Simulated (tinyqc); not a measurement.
UKS/PBE in the sto-3g basis, for BH2, spin multiplicity 2, step by step (part 2 of 3). Computed by tinyqc, a small Python program that keeps every step (integrals from PySCF). Command: `OMP_NUM_THREADS=1 python tinyqc.py 25918 25919 out.jsonl` (the two numbers bound the seeds that draw the settings). One thread of a shared host (Intel(R) Xeon(R) Processor @ 2.60GHz), about 4 s of CPU time with the checks.

Geometry (angstrom):
```
atom         x          y         z
B     0.000000   0.000000  0.000000
H     0.000000   1.337000  0.785000
H     0.000000  -1.337000  0.785000
```

## Iteration 1: diagonalisation and new density

F(alpha) (hartree), order 1B 1s, 1B 2s, 1B 2px, 1B 2py, 1B 2pz, 2H 1s, 3H 1s:
$$\begin{pmatrix}
-5.270750 & -1.658274 & 0.000000 & 0.000000 & 0.022790 & -0.187927 & -0.187927 \\
-1.658274 & -0.363276 & 0.000000 & 0.000000 & 0.015373 & -0.156097 & -0.156097 \\
0.000000 & 0.000000 & 0.447973 & 0.000000 & 0.000000 & 0.000000 & 0.000000 \\
0.000000 & 0.000000 & 0.000000 & 0.400756 & 0.000000 & -0.095472 & 0.095472 \\
0.022790 & 0.015373 & 0.000000 & 0.000000 & 0.446648 & -0.052012 & -0.052012 \\
-0.187927 & -0.156097 & 0.000000 & -0.095472 & -0.052012 & -0.126514 & -0.026104 \\
-0.187927 & -0.156097 & 0.000000 & 0.095472 & -0.052012 & -0.026104 & -0.126514
\end{pmatrix}$$

F(beta) (hartree), order 1B 1s, 1B 2s, 1B 2px, 1B 2py, 1B 2pz, 2H 1s, 3H 1s:
$$\begin{pmatrix}
-5.257478 & -1.648795 & 0.000000 & 0.000000 & 0.022137 & -0.187032 & -0.187032 \\
-1.648795 & -0.315425 & 0.000000 & 0.000000 & 0.007510 & -0.149927 & -0.149927 \\
0.000000 & 0.000000 & 0.549340 & 0.000000 & 0.000000 & 0.000000 & 0.000000 \\
0.000000 & 0.000000 & 0.000000 & 0.418629 & 0.000000 & -0.092850 & 0.092850 \\
0.022137 & 0.007510 & 0.000000 & 0.000000 & 0.470631 & -0.050966 & -0.050966 \\
-0.187032 & -0.149927 & 0.000000 & -0.092850 & -0.050966 & -0.120577 & -0.025475 \\
-0.187032 & -0.149927 & 0.000000 & 0.092850 & -0.050966 & -0.025475 & -0.120577
\end{pmatrix}$$

X, order 1B 1s, 1B 2s, 1B 2px, 1B 2py, 1B 2pz, 2H 1s, 3H 1s:
$$\begin{pmatrix}
-0.418017 & 0.000000 & 0.720799 & 0.000000 & -0.568536 & 0.000000 & 0.263236 \\
0.964108 & 0.000000 & -0.310513 & 0.000000 & -0.275982 & 0.000000 & 0.498205 \\
0.000000 & 0.000000 & 0.000000 & 1.000000 & 0.000000 & 0.000000 & 0.000000 \\
0.000000 & 0.934952 & 0.000000 & 0.000000 & 0.000000 & 0.606272 & 0.000000 \\
0.437678 & 0.000000 & 0.648853 & 0.000000 & 0.650026 & 0.000000 & 0.220325 \\
-0.644340 & -0.688723 & -0.245743 & 0.000000 & 0.198718 & 0.411512 & 0.362167 \\
-0.644340 & 0.688723 & -0.245743 & 0.000000 & 0.198718 & -0.411512 & 0.362167
\end{pmatrix}$$

Diagonalise F' = X^T F X, C = X C', fill 4 alpha and 3 beta electrons from the bottom; D(s) = C_occ C_occ^T. Each column has its largest component positive (the first on a tie).

F' = X^T F X (alpha) (hartree):
$$\begin{pmatrix}
0.285496 & 0.000000 & 0.618420 & 0.000000 & -0.463534 & 0.000000 & 0.561572 \\
0.000000 & 0.500964 & 0.000000 & 0.000000 & 0.000000 & 0.290343 & 0.000000 \\
0.618420 & 0.000000 & -1.727738 & 0.000000 & 2.260603 & 0.000000 & -1.320665 \\
0.000000 & 0.000000 & 0.000000 & 0.447973 & 0.000000 & 0.000000 & 0.000000 \\
-0.463534 & 0.000000 & 2.260603 & 0.000000 & -2.005128 & 0.000000 & 1.505008 \\
0.000000 & 0.290343 & 0.000000 & 0.000000 & 0.000000 & 0.018021 & 0.000000 \\
0.561572 & 0.000000 & -1.320665 & 0.000000 & 1.505008 & 0.000000 & -1.103609
\end{pmatrix}$$

orbital energies (alpha) (hartree): MO1 -5.282738, MO2 -0.153141, MO3 -0.118142, MO4 0.288847, MO5 0.447973, MO6 0.596052, MO7 0.637127

coefficients C (alpha), order 1B 1s, 1B 2s, 1B 2px, 1B 2py, 1B 2pz, 2H 1s, 3H 1s:
$$\begin{pmatrix}
0.985346 & -0.109197 & 0.000000 & -0.282302 & 0.000000 & -0.155854 & 0.000000 \\
0.052274 & 0.206710 & 0.000000 & 0.965822 & 0.000000 & 0.609936 & 0.000000 \\
0.000000 & 0.000000 & 0.000000 & 0.000000 & 1.000000 & 0.000000 & 0.000000 \\
0.000000 & 0.000000 & 0.151928 & 0.000000 & 0.000000 & 0.000000 & 1.103911 \\
-0.001393 & 0.049048 & 0.000000 & -0.447093 & 0.000000 & 0.938803 & 0.000000 \\
-0.008505 & 0.615357 & 0.665006 & -0.298816 & 0.000000 & -0.422125 & -0.448830 \\
-0.008505 & 0.615357 & -0.665006 & -0.298816 & 0.000000 & -0.422125 & 0.448830
\end{pmatrix}$$

F' = X^T F X (beta) (hartree):
$$\begin{pmatrix}
0.312757 & 0.000000 & 0.610723 & 0.000000 & -0.471339 & 0.000000 & 0.579182 \\
0.000000 & 0.514870 & 0.000000 & 0.000000 & 0.000000 & 0.297293 & 0.000000 \\
0.610723 & 0.000000 & -1.706443 & 0.000000 & 2.271974 & 0.000000 & -1.325048 \\
0.000000 & 0.000000 & 0.000000 & 0.549340 & 0.000000 & 0.000000 & 0.000000 \\
-0.471339 & 0.000000 & 2.271974 & 0.000000 & -1.981480 & 0.000000 & 1.495648 \\
0.000000 & 0.297293 & 0.000000 & 0.000000 & 0.000000 & 0.029004 & 0.000000 \\
0.579182 & 0.000000 & -1.325048 & 0.000000 & 1.495648 & 0.000000 & -1.082113
\end{pmatrix}$$

orbital energies (beta) (hartree): MO1 -5.268793, MO2 -0.143783, MO3 -0.111990, MO4 0.335886, MO5 0.549340, MO6 0.619411, MO7 0.655864

coefficients C (beta), order 1B 1s, 1B 2s, 1B 2px, 1B 2py, 1B 2pz, 2H 1s, 3H 1s:
$$\begin{pmatrix}
0.985843 & -0.100813 & 0.000000 & -0.280502 & 0.000000 & -0.161511 & 0.000000 \\
0.050606 & 0.178899 & 0.000000 & 0.958699 & 0.000000 & 0.629782 & 0.000000 \\
0.000000 & 0.000000 & 0.000000 & 0.000000 & 1.000000 & 0.000000 & 0.000000 \\
0.000000 & 0.000000 & 0.147153 & 0.000000 & 0.000000 & 0.000000 & 1.104558 \\
-0.001315 & 0.052556 & 0.000000 & -0.463659 & 0.000000 & 0.930541 & 0.000000 \\
-0.008172 & 0.625534 & 0.666941 & -0.275992 & 0.000000 & -0.422713 & -0.445950 \\
-0.008172 & 0.625534 & -0.666941 & -0.275992 & 0.000000 & -0.422713 & 0.445950
\end{pmatrix}$$

D(alpha) after iteration 1, order 1B 1s, 1B 2s, 1B 2px, 1B 2py, 1B 2pz, 2H 1s, 3H 1s:
$$\begin{pmatrix}
1.062525 & -0.243718 & 0.000000 & 0.000000 & 0.119487 & 0.008781 & 0.008781 \\
-0.243718 & 0.978274 & 0.000000 & 0.000000 & -0.421746 & -0.161847 & -0.161847 \\
0.000000 & 0.000000 & 0.000000 & 0.000000 & 0.000000 & 0.000000 & 0.000000 \\
0.000000 & 0.000000 & 0.000000 & 0.023082 & 0.000000 & 0.101033 & -0.101033 \\
0.119487 & -0.421746 & 0.000000 & 0.000000 & 0.202299 & 0.163793 & 0.163793 \\
0.008781 & -0.161847 & 0.000000 & 0.101033 & 0.163793 & 0.910261 & 0.025795 \\
0.008781 & -0.161847 & 0.000000 & -0.101033 & 0.163793 & 0.025795 & 0.910261
\end{pmatrix}$$

D(beta) after iteration 1, order 1B 1s, 1B 2s, 1B 2px, 1B 2py, 1B 2pz, 2H 1s, 3H 1s:
$$\begin{pmatrix}
0.982049 & 0.031854 & 0.000000 & 0.000000 & -0.006594 & -0.071118 & -0.071118 \\
0.031854 & 0.034566 & 0.000000 & 0.000000 & 0.009336 & 0.111494 & 0.111494 \\
0.000000 & 0.000000 & 0.000000 & 0.000000 & 0.000000 & 0.000000 & 0.000000 \\
0.000000 & 0.000000 & 0.000000 & 0.021654 & 0.000000 & 0.098142 & -0.098142 \\
-0.006594 & 0.009336 & 0.000000 & 0.000000 & 0.002764 & 0.032886 & 0.032886 \\
-0.071118 & 0.111494 & 0.000000 & 0.098142 & 0.032886 & 0.836170 & -0.053450 \\
-0.071118 & 0.111494 & 0.000000 & -0.098142 & 0.032886 & -0.053450 & 0.836170
\end{pmatrix}$$

## Iteration 2: exchange-correlation on the grid

Becke grid with 15 radial and 50 angular points per atom, points of zero weight dropped. rho = sum D_ij phi_i phi_j; V_xc,ij = sum w v_xc phi_i phi_j plus the gradient terms; v_xc is d(rho eps)/d rho(s) for spin s at fixed gradient.

The 12 grid points with the largest w rho, of 2246 (bohr, atomic units):
```
x                  y         z         w  rho(alpha)  rho(beta)     eps_xc  v_xc(alpha)
0.000000    1.343281  1.343281  0.320526    0.037529   0.037103  -0.369098    -0.455714
0.000000   -1.343281  1.343281  0.320526    0.037529   0.037103  -0.369098    -0.455714
-0.572777  -1.718331  0.572777  0.346347    0.028750   0.027734  -0.338871    -0.422787
-0.572777   1.718331  0.572777  0.346347    0.028750   0.027734  -0.338871    -0.422787
0.572777   -1.718331  0.572777  0.346347    0.028750   0.027734  -0.338871    -0.422787
0.572777    1.718331  0.572777  0.346347    0.028750   0.027734  -0.338871    -0.422787
0.000000    0.204874  0.204874  0.004402    2.228686   2.119113  -1.396860    -1.553775
0.000000   -0.204874  0.204874  0.004402    2.228686   2.119113  -1.396860    -1.553775
0.204874    0.000000  0.204874  0.004402    2.227322   2.118077  -1.396873    -1.553250
-0.204874   0.000000  0.204874  0.004402    2.227322   2.118077  -1.396873    -1.553250
0.204874   -0.204874  0.000000  0.004402    2.181866   2.122089  -1.394396    -1.540676
0.204874    0.204874  0.000000  0.004402    2.181866   2.122089  -1.394396    -1.540676
```

electrons on the grid, sum of w rho = 6.994768

E_xc = sum of w rho eps_xc = -4.79642563 hartree

V_xc(alpha) (hartree), order 1B 1s, 1B 2s, 1B 2px, 1B 2py, 1B 2pz, 2H 1s, 3H 1s:
$$\begin{pmatrix}
-1.881133 & -0.277697 & 0.000000 & 0.000000 & 0.006281 & -0.030441 & -0.030441 \\
-0.277697 & -0.403625 & 0.000000 & 0.000000 & 0.047677 & -0.122398 & -0.122398 \\
0.000000 & 0.000000 & -0.374609 & 0.000000 & 0.000000 & 0.000000 & 0.000000 \\
0.000000 & 0.000000 & 0.000000 & -0.421147 & 0.000000 & -0.128917 & 0.128917 \\
0.006281 & 0.047677 & 0.000000 & 0.000000 & -0.404967 & -0.068774 & -0.068774 \\
-0.030441 & -0.122398 & 0.000000 & -0.128917 & -0.068774 & -0.511109 & -0.012070 \\
-0.030441 & -0.122398 & 0.000000 & 0.128917 & -0.068774 & -0.012070 & -0.511109
\end{pmatrix}$$

V_xc(beta) (hartree), order 1B 1s, 1B 2s, 1B 2px, 1B 2py, 1B 2pz, 2H 1s, 3H 1s:
$$\begin{pmatrix}
-1.857367 & -0.269626 & 0.000000 & 0.000000 & 0.000773 & -0.029714 & -0.029714 \\
-0.269626 & -0.326202 & 0.000000 & 0.000000 & -0.024288 & -0.115610 & -0.115610 \\
0.000000 & 0.000000 & -0.293459 & 0.000000 & 0.000000 & 0.000000 & 0.000000 \\
0.000000 & 0.000000 & 0.000000 & -0.361168 & 0.000000 & -0.124876 & 0.124876 \\
0.000773 & -0.024288 & 0.000000 & 0.000000 & -0.316435 & -0.073863 & -0.073863 \\
-0.029714 & -0.115610 & 0.000000 & -0.124876 & -0.073863 & -0.505491 & -0.011682 \\
-0.029714 & -0.115610 & 0.000000 & 0.124876 & -0.073863 & -0.011682 & -0.505491
\end{pmatrix}$$

## Iteration 2: building the Kohn-Sham matrix

core Hamiltonian H = T + V (hartree), order 1B 1s, 1B 2s, 1B 2px, 1B 2py, 1B 2pz, 2H 1s, 3H 1s:
$$\begin{pmatrix}
-13.003711 & -3.371180 & 0.000000 & 0.000000 & -0.011085 & -0.376512 & -0.376512 \\
-3.371180 & -4.089563 & 0.000000 & 0.000000 & -0.108257 & -1.083620 & -1.083620 \\
0.000000 & 0.000000 & -3.247568 & 0.000000 & 0.000000 & 0.000000 & 0.000000 \\
0.000000 & 0.000000 & 0.000000 & -3.351363 & 0.000000 & -0.944863 & 0.944863 \\
-0.011085 & -0.108257 & 0.000000 & 0.000000 & -3.283349 & -0.568143 & -0.568143 \\
-0.376512 & -1.083620 & 0.000000 & -0.944863 & -0.568143 & -2.365491 & -0.130128 \\
-0.376512 & -1.083620 & 0.000000 & 0.944863 & -0.568143 & -0.130128 & -2.365491
\end{pmatrix}$$

nuclear repulsion = 3.61102472 hartree

Given earlier and not repeated: Two-electron integrals (ij|kl) in chemists' order.

J_ij = sum D_kl (ij|kl) with D = D(alpha) + D(beta); F = H + J + V_xc; E = tr D H + tr D J / 2 + E_xc + E_nn.

Coulomb J (hartree), order 1B 1s, 1B 2s, 1B 2px, 1B 2py, 1B 2pz, 2H 1s, 3H 1s:
$$\begin{pmatrix}
8.014627 & 1.612735 & 0.000000 & 0.000000 & 0.003186 & 0.177316 & 0.177316 \\
1.612735 & 3.409597 & 0.000000 & 0.000000 & 0.103905 & 0.951169 & 0.951169 \\
0.000000 & 0.000000 & 3.330396 & 0.000000 & 0.000000 & 0.000000 & 0.000000 \\
0.000000 & 0.000000 & 0.000000 & 3.487179 & 0.000000 & 0.920932 & -0.920932 \\
0.003186 & 0.103905 & 0.000000 & 0.000000 & 3.398157 & 0.552991 & 0.552991 \\
0.177316 & 0.951169 & 0.000000 & 0.920932 & 0.552991 & 2.874774 & 0.105155 \\
0.177316 & 0.951169 & 0.000000 & -0.920932 & 0.552991 & 0.105155 & 2.874774
\end{pmatrix}$$

F(alpha) (hartree), order 1B 1s, 1B 2s, 1B 2px, 1B 2py, 1B 2pz, 2H 1s, 3H 1s:
$$\begin{pmatrix}
-6.870217 & -2.036141 & 0.000000 & 0.000000 & -0.001618 & -0.229637 & -0.229637 \\
-2.036141 & -1.083590 & 0.000000 & 0.000000 & 0.043325 & -0.254850 & -0.254850 \\
0.000000 & 0.000000 & -0.291780 & 0.000000 & 0.000000 & 0.000000 & 0.000000 \\
0.000000 & 0.000000 & 0.000000 & -0.285331 & 0.000000 & -0.152848 & 0.152848 \\
-0.001618 & 0.043325 & 0.000000 & 0.000000 & -0.290159 & -0.083925 & -0.083925 \\
-0.229637 & -0.254850 & 0.000000 & -0.152848 & -0.083925 & -0.001826 & -0.037043 \\
-0.229637 & -0.254850 & 0.000000 & 0.152848 & -0.083925 & -0.037043 & -0.001826
\end{pmatrix}$$

F(beta) (hartree), order 1B 1s, 1B 2s, 1B 2px, 1B 2py, 1B 2pz, 2H 1s, 3H 1s:
$$\begin{pmatrix}
-6.846451 & -2.028070 & 0.000000 & 0.000000 & -0.007126 & -0.228910 & -0.228910 \\
-2.028070 & -1.006168 & 0.000000 & 0.000000 & -0.028641 & -0.248061 & -0.248061 \\
0.000000 & 0.000000 & -0.210631 & 0.000000 & 0.000000 & 0.000000 & 0.000000 \\
0.000000 & 0.000000 & 0.000000 & -0.225352 & 0.000000 & -0.148806 & 0.148806 \\
-0.007126 & -0.028641 & 0.000000 & 0.000000 & -0.201628 & -0.089014 & -0.089014 \\
-0.228910 & -0.248061 & 0.000000 & -0.148806 & -0.089014 & 0.003792 & -0.036656 \\
-0.228910 & -0.248061 & 0.000000 & 0.148806 & -0.089014 & -0.036656 & 0.003792
\end{pmatrix}$$

total energy of this density = -24.91887736 hartree

## Iteration 2: DIIS over 2 matrices

error matrix X^T (FDS - SDF) X (alpha):
$$\begin{pmatrix}
0.000000 & 0.000000 & -0.014716 & 0.000000 & -0.157493 & 0.000000 & -0.174560 \\
0.000000 & 0.000000 & 0.000000 & 0.000000 & 0.000000 & -0.272445 & 0.000000 \\
0.014716 & 0.000000 & 0.000000 & 0.000000 & -0.084771 & 0.000000 & -0.097566 \\
0.000000 & 0.000000 & 0.000000 & 0.000000 & 0.000000 & 0.000000 & 0.000000 \\
0.157493 & 0.000000 & 0.084771 & 0.000000 & 0.000000 & 0.000000 & -0.038609 \\
0.000000 & 0.272445 & 0.000000 & 0.000000 & 0.000000 & 0.000000 & 0.000000 \\
0.174560 & 0.000000 & 0.097566 & 0.000000 & 0.038609 & 0.000000 & 0.000000
\end{pmatrix}$$

B (overlaps of the stored error matrices):
$$\begin{pmatrix}
9.3274801e-01 & -6.8219429e-01 \\
-6.8219429e-01 & 6.7274709e-01
\end{pmatrix}$$

Minimise |sum c_i e_i|^2 with sum c_i = 1: solve [B -1; -1 0][c; lambda] = [0; -1] with B_ij = tr e_i^T e_j summed over both spins, and take F = sum c_i F_i.

DIIS coefficients: [0.456227, 0.543773]

extrapolated F(alpha) (hartree), order 1B 1s, 1B 2s, 1B 2px, 1B 2py, 1B 2pz, 2H 1s, 3H 1s:
$$\begin{pmatrix}
-6.140497 & -1.863748 & 0.000000 & 0.000000 & 0.009518 & -0.210607 & -0.210607 \\
-1.863748 & -0.754964 & 0.000000 & 0.000000 & 0.030572 & -0.209796 & -0.209796 \\
0.000000 & 0.000000 & 0.045715 & 0.000000 & 0.000000 & 0.000000 & 0.000000 \\
0.000000 & 0.000000 & 0.000000 & 0.027680 & 0.000000 & -0.126671 & 0.126671 \\
0.009518 & 0.030572 & 0.000000 & 0.000000 & 0.045992 & -0.069366 & -0.069366 \\
-0.210607 & -0.209796 & 0.000000 & -0.126671 & -0.069366 & -0.058712 & -0.032052 \\
-0.210607 & -0.209796 & 0.000000 & 0.126671 & -0.069366 & -0.032052 & -0.058712
\end{pmatrix}$$

extrapolated F(beta) (hartree), order 1B 1s, 1B 2s, 1B 2px, 1B 2py, 1B 2pz, 2H 1s, 3H 1s:
$$\begin{pmatrix}
-6.121519 & -1.855035 & 0.000000 & 0.000000 & 0.006225 & -0.209804 & -0.209804 \\
-1.855035 & -0.691032 & 0.000000 & 0.000000 & -0.012148 & -0.203290 & -0.203290 \\
0.000000 & 0.000000 & 0.136088 & 0.000000 & 0.000000 & 0.000000 & 0.000000 \\
0.000000 & 0.000000 & 0.000000 & 0.068449 & 0.000000 & -0.123278 & 0.123278 \\
0.006225 & -0.012148 & 0.000000 & 0.000000 & 0.105075 & -0.071656 & -0.071656 \\
-0.209804 & -0.203290 & 0.000000 & -0.123278 & -0.071656 & -0.052948 & -0.031555 \\
-0.209804 & -0.203290 & 0.000000 & 0.123278 & -0.071656 & -0.031555 & -0.052948
\end{pmatrix}$$

## Iteration 2: diagonalisation and new density

As before.

F' = X^T F X (alpha) (hartree):
$$\begin{pmatrix}
0.055929 & 0.000000 & 0.779549 & 0.000000 & -0.633329 & 0.000000 & 0.409480 \\
0.000000 & 0.325171 & 0.000000 & 0.000000 & 0.000000 & 0.039114 & 0.000000 \\
0.779549 & 0.000000 & -2.294407 & 0.000000 & 2.393498 & 0.000000 & -1.540835 \\
0.000000 & 0.000000 & 0.000000 & 0.045715 & 0.000000 & 0.000000 & 0.000000 \\
-0.633329 & 0.000000 & 2.393498 & 0.000000 & -2.527558 & 0.000000 & 1.714448 \\
0.000000 & 0.039114 & 0.000000 & 0.000000 & 0.000000 & -0.125267 & 0.000000 \\
0.409480 & 0.000000 & -1.540835 & 0.000000 & 1.714448 & 0.000000 & -1.369360
\end{pmatrix}$$

orbital energies (alpha) (hartree): MO1 -6.149017, MO2 -0.257344, MO3 -0.128638, MO4 -0.030975, MO5 0.045715, MO6 0.301940, MO7 0.328542

coefficients C (alpha), order 1B 1s, 1B 2s, 1B 2px, 1B 2py, 1B 2pz, 2H 1s, 3H 1s:
$$\begin{pmatrix}
0.988268 & -0.259660 & 0.000000 & 0.118021 & 0.000000 & -0.169675 & 0.000000 \\
0.042506 & 0.787709 & 0.000000 & -0.463470 & 0.000000 & 0.716378 & 0.000000 \\
0.000000 & 0.000000 & 0.000000 & 0.000000 & 1.000000 & 0.000000 & 0.000000 \\
0.000000 & 0.000000 & 0.523746 & 0.000000 & 0.000000 & 0.000000 & 0.983561 \\
0.000658 & -0.028581 & 0.000000 & 0.746514 & 0.000000 & 0.724947 & 0.000000 \\
-0.007129 & 0.280459 & 0.469134 & 0.348087 & 0.000000 & -0.668091 & -0.650841 \\
-0.007129 & 0.280459 & -0.469134 & 0.348087 & 0.000000 & -0.668091 & 0.650841
\end{pmatrix}$$

F' = X^T F X (beta) (hartree):
$$\begin{pmatrix}
0.080598 & 0.000000 & 0.760922 & 0.000000 & -0.647511 & 0.000000 & 0.422580 \\
0.000000 & 0.357064 & 0.000000 & 0.000000 & 0.000000 & 0.059016 & 0.000000 \\
0.760922 & 0.000000 & -2.239641 & 0.000000 & 2.431932 & 0.000000 & -1.552918 \\
0.000000 & 0.000000 & 0.000000 & 0.136088 & 0.000000 & 0.000000 & 0.000000 \\
-0.647511 & 0.000000 & 2.431932 & 0.000000 & -2.473573 & 0.000000 & 1.696153 \\
0.000000 & 0.059016 & 0.000000 & 0.000000 & 0.000000 & -0.105111 & 0.000000 \\
0.422580 & 0.000000 & -1.552918 & 0.000000 & 1.696153 & 0.000000 & -1.350870
\end{pmatrix}$$

orbital energies (beta) (hartree): MO1 -6.129679, MO2 -0.219764, MO3 -0.112528, MO4 0.047083, MO5 0.136088, MO6 0.318874, MO7 0.364480

coefficients C (beta), order 1B 1s, 1B 2s, 1B 2px, 1B 2py, 1B 2pz, 2H 1s, 3H 1s:
$$\begin{pmatrix}
0.988575 & -0.232922 & 0.000000 & 0.165915 & 0.000000 & -0.166599 & 0.000000 \\
0.041479 & 0.688270 & 0.000000 & -0.616361 & 0.000000 & 0.703533 & 0.000000 \\
0.000000 & 0.000000 & 0.000000 & 0.000000 & 1.000000 & 0.000000 & 0.000000 \\
0.000000 & 0.000000 & 0.484958 & 0.000000 & 0.000000 & 0.000000 & 1.003253 \\
0.001419 & 0.097932 & 0.000000 & 0.717874 & 0.000000 & 0.747471 & 0.000000 \\
-0.007031 & 0.342469 & 0.494179 & 0.312952 & 0.000000 & -0.656464 & -0.632035 \\
-0.007031 & 0.342469 & -0.494179 & 0.312952 & 0.000000 & -0.656464 & 0.632035
\end{pmatrix}$$

D(alpha) after iteration 2, order 1B 1s, 1B 2s, 1B 2px, 1B 2py, 1B 2pz, 2H 1s, 3H 1s:
$$\begin{pmatrix}
1.058026 & -0.217228 & 0.000000 & 0.000000 & 0.096176 & -0.038788 & -0.038788 \\
-0.217228 & 0.837098 & 0.000000 & 0.000000 & -0.368473 & 0.059289 & 0.059289 \\
0.000000 & 0.000000 & 0.000000 & 0.000000 & 0.000000 & 0.000000 & 0.000000 \\
0.000000 & 0.000000 & 0.000000 & 0.274310 & 0.000000 & 0.245707 & -0.245707 \\
0.096176 & -0.368473 & 0.000000 & 0.000000 & 0.558101 & 0.251831 & 0.251831 \\
-0.038788 & 0.059289 & 0.000000 & 0.245707 & 0.251831 & 0.419959 & -0.020214 \\
-0.038788 & 0.059289 & 0.000000 & -0.245707 & 0.251831 & -0.020214 & 0.419959
\end{pmatrix}$$

D(beta) after iteration 2, order 1B 1s, 1B 2s, 1B 2px, 1B 2py, 1B 2pz, 2H 1s, 3H 1s:
$$\begin{pmatrix}
1.031533 & -0.119308 & 0.000000 & 0.000000 & -0.021408 & -0.086719 & -0.086719 \\
-0.119308 & 0.475436 & 0.000000 & 0.000000 & 0.067462 & 0.235419 & 0.235419 \\
0.000000 & 0.000000 & 0.000000 & 0.000000 & 0.000000 & 0.000000 & 0.000000 \\
0.000000 & 0.000000 & 0.000000 & 0.235184 & 0.000000 & 0.239656 & -0.239656 \\
-0.021408 & 0.067462 & 0.000000 & 0.000000 & 0.009593 & 0.033529 & 0.033529 \\
-0.086719 & 0.235419 & 0.000000 & 0.239656 & 0.033529 & 0.361547 & -0.126879 \\
-0.086719 & 0.235419 & 0.000000 & -0.239656 & 0.033529 & -0.126879 & 0.361547
\end{pmatrix}$$
